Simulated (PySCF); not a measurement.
The numbers are results of B3LYP-D3(BJ)/def2-TZVP run with PySCF, not measurements. Isolated molecules, 0 K electronic values unless said otherwise. B3LYP has the VWN-RPA correlation part, as in Gaussian. Excitations are Tamm–Dancoff values on a coarser integration grid. The basis has no diffuse functions, so Rydberg states are missing or too high.

Reference species (SMILES): `C#N` (neutral, multiplicity 1).

The S1 excitation (TDA) is 7.93 eV and the HOMO–LUMO gap is 10.15 eV.

Changed species: `COC#N` (X = methoxy; the reference has X = H).

Problem. Predict the effect on the S1 excitation (TDA) and HOMO–LUMO gap.

Solution. the S1 excitation (TDA) falls by 0.81 eV, to 7.12 eV; the HOMO–LUMO gap falls by 1.74 eV, to 8.41 eV.
